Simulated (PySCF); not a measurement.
**Al⁻: electron affinity in dyall-av3z**

Aim: the electron affinity of aluminium from differences of total energies, at each level of theory, and how far each lands from the tabulated value where there is one.

Method: unrestricted determinants in a Gaussian basis, no spin-orbit coupling in the energies. Code: PySCF 2.14.0.

## (1) Starting point

| Property | Result |
| --- | --- |
| Element | aluminium (Z = 13) |
| Basis | dyall-av3z |
| Hamiltonian | no relativity, point nucleus |
| State 1 | Al⁻: [Ne] 3s2 3p2, high-spin 3P determinant |
| Needed too, but not shown | Al [Ne] 3s2 3p1 (2P) |
| Methods | UHF, LDA, PBE, PBE0, r2SCAN, MN15, r2SCAN0, revPBE, PBEsol, MP2 |
| Core shells frozen in the correlated runs | valence: [Ne] (for Al⁻) |

Outer shells as boxes (Hund's rule):

Al- [Ne] 3s2 3p2
```
[Ne] core
3s [↑↓]
3p [↑ ][↑ ][  ]
```

One driver process ran all states and methods and kept the integrals in memory. Each run is shown as a PySCF script that sums up its settings (the driver passes frozen orbitals as a list and adds second-order terms of double hybrids); the logs are those of the runs themselves. The driver starts from symmetry-adapted Hartree-Fock orbitals, holds the occupation by maximum overlap and uses a logarithmic radial grid for functionals, so a plain start would take other cycles.

The integrals over 84 functions and the set-up took 0.64 s of CPU time.

## (2) Al⁻: the ladder of methods

UHF:

Contents of input.py:

```python
from pyscf import gto, scf, dft, mp, cc
import basis_set_exchange as bse
mol = gto.M(atom="Al 0 0 0", charge=-1, spin=2, symmetry="D2h",
            basis=gto.basis.parse(bse.get_basis("dyall-av3z", elements=["Al"], fmt="nwchem")))
mf = scf.UHF(mol)
mf.irrep_nelec = {'Ag': (3, 3), 'B1u': (2, 1), 'B2u': (2, 1), 'B3u': (1, 1)}
mf.kernel()
```

LDA:

input.py differs from the last one in:

```diff
@@ -4,3 +4,3 @@
             basis=gto.basis.parse(bse.get_basis("dyall-av3z", elements=["Al"], fmt="nwchem")))
-mf = scf.UHF(mol)
+mf = dft.UKS(mol, xc="LDA,VWN")
 mf.irrep_nelec = {'Ag': (3, 3), 'B1u': (2, 1), 'B2u': (2, 1), 'B3u': (1, 1)}
```

PBE:

input.py differs from the last one in:

```diff
@@ -4,3 +4,3 @@
             basis=gto.basis.parse(bse.get_basis("dyall-av3z", elements=["Al"], fmt="nwchem")))
-mf = dft.UKS(mol, xc="LDA,VWN")
+mf = dft.UKS(mol, xc="PBE")
 mf.irrep_nelec = {'Ag': (3, 3), 'B1u': (2, 1), 'B2u': (2, 1), 'B3u': (1, 1)}
```

PBE0:

input.py differs from the last one in:

```diff
@@ -4,3 +4,3 @@
             basis=gto.basis.parse(bse.get_basis("dyall-av3z", elements=["Al"], fmt="nwchem")))
-mf = dft.UKS(mol, xc="PBE")
+mf = dft.UKS(mol, xc="PBE0")
 mf.irrep_nelec = {'Ag': (3, 3), 'B1u': (2, 1), 'B2u': (2, 1), 'B3u': (1, 1)}
```

r2SCAN:

input.py differs from the last one in:

```diff
@@ -4,3 +4,3 @@
             basis=gto.basis.parse(bse.get_basis("dyall-av3z", elements=["Al"], fmt="nwchem")))
-mf = dft.UKS(mol, xc="PBE0")
+mf = dft.UKS(mol, xc="R2SCAN")
 mf.irrep_nelec = {'Ag': (3, 3), 'B1u': (2, 1), 'B2u': (2, 1), 'B3u': (1, 1)}
```

MN15:

input.py differs from the last one in:

```diff
@@ -4,3 +4,3 @@
             basis=gto.basis.parse(bse.get_basis("dyall-av3z", elements=["Al"], fmt="nwchem")))
-mf = dft.UKS(mol, xc="R2SCAN")
+mf = dft.UKS(mol, xc="MN15")
 mf.irrep_nelec = {'Ag': (3, 3), 'B1u': (2, 1), 'B2u': (2, 1), 'B3u': (1, 1)}
```

r2SCAN0:

input.py differs from the last one in:

```diff
@@ -4,3 +4,3 @@
             basis=gto.basis.parse(bse.get_basis("dyall-av3z", elements=["Al"], fmt="nwchem")))
-mf = dft.UKS(mol, xc="MN15")
+mf = dft.UKS(mol, xc="HYB_MGGA_XC_R2SCAN0")
 mf.irrep_nelec = {'Ag': (3, 3), 'B1u': (2, 1), 'B2u': (2, 1), 'B3u': (1, 1)}
```

revPBE:

input.py differs from the last one in:

```diff
@@ -4,3 +4,3 @@
             basis=gto.basis.parse(bse.get_basis("dyall-av3z", elements=["Al"], fmt="nwchem")))
-mf = dft.UKS(mol, xc="HYB_MGGA_XC_R2SCAN0")
+mf = dft.UKS(mol, xc="PBE_R,PBE")
 mf.irrep_nelec = {'Ag': (3, 3), 'B1u': (2, 1), 'B2u': (2, 1), 'B3u': (1, 1)}
```

PBEsol:

input.py differs from the last one in:

```diff
@@ -4,3 +4,3 @@
             basis=gto.basis.parse(bse.get_basis("dyall-av3z", elements=["Al"], fmt="nwchem")))
-mf = dft.UKS(mol, xc="PBE_R,PBE")
+mf = dft.UKS(mol, xc="PBEsol")
 mf.irrep_nelec = {'Ag': (3, 3), 'B1u': (2, 1), 'B2u': (2, 1), 'B3u': (1, 1)}
```

## (3) Al⁻, continued

MP2 (valence):

input.py, as its differences from that of step 2:

```diff
@@ -4,4 +4,5 @@
             basis=gto.basis.parse(bse.get_basis("dyall-av3z", elements=["Al"], fmt="nwchem")))
-mf = dft.UKS(mol, xc="PBEsol")
+mf = scf.UHF(mol)
 mf.irrep_nelec = {'Ag': (3, 3), 'B1u': (2, 1), 'B2u': (2, 1), 'B3u': (1, 1)}
 mf.kernel()
+mp.UMP2(mf, frozen=5).kernel()
```

Q: Predict the outcome of this session.

As calculated:

| quantity | value |
| --- | --- |
| electron affinity, Al | UHF 0.014, MP2 (valence) 0.364 eV; reference 0.433 |

Each level's miss (mean over 1 difference):

| method | mean absolute miss against the measured value (with the measured fine structure taken into account where it is known) (eV) |
| --- | --- |
| UHF | 0.419 |
| LDA | 0.216 |
| PBE | 0.160 |
| PBE0 | 0.104 |
| r2SCAN | 0.178 |
| MN15 | 0.132 |
| r2SCAN0 | 0.129 |
| revPBE | 0.139 |
| PBEsol | 0.145 |
| MP2 (valence) | 0.069 |
| SCS-MP2 (valence) | 0.170 |

In words: Against experiment MP2 (valence) comes closest (off by 0.07 eV) and UHF is farthest (0.42 eV). In a finite basis a lower level can come nearest by cancelling errors. Hartree-Fock falls short because the species with more electrons holds more correlation energy, which it lacks. PBE is off by +0.16 eV. All values hold for this basis alone; no basis-set limit was taken.
